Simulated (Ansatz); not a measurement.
```yaml
crystal:
  periodic: [false, false, false]
  atoms:
    - {symbol: Zn, position_ang: [0.000000, 0.000000, 0.000000]}
    - {symbol: Si, position_ang: [0.000000, 0.000000, 2.330000]}
basis:
  gaussian: {orbitals: def2-TZVP}
hamiltonian: {xc: pbe0}
relax: {f_tol: 0.004, max_steps: 80}
```

```sh
$ ansatz run in.yaml --threads 1 --pin off --events-out ev --progress --plain --max-ram 2176MiB
```

Steps of the relaxation (energy above the last step; positions in Å, forces in eV/Å):

```
2
step 1, 4.9 meV
Zn    0.000    0.000    0.000    0.000    0.000   -0.257
Si    0.000    0.000    2.330    0.000    0.000    0.257
```

```
2
step 2, 1.0 meV
Zn    0.000    0.000   -0.011    0.000    0.000   -0.111
Si    0.000    0.000    2.341    0.000    0.000    0.111
```

```
2
step 3, 0.0 meV
Zn    0.000    0.000   -0.019    0.000    0.000   -0.004
Si    0.000    0.000    2.349    0.000    0.000    0.004
```

```
2
step 4, 0.0 meV
Zn    0.000    0.000   -0.020    0.000    0.000    0.000
Si    0.000    0.000    2.350    0.000    0.000    0.000
```

Close pairs at the end: Zn1–Si2 2.369 Å.

A stationary point of restricted PBE0 after 4 steps (its stability towards spin polarisation wasn't tested). 12 s on 1 thread of Arm Neoverse V2, shared host.
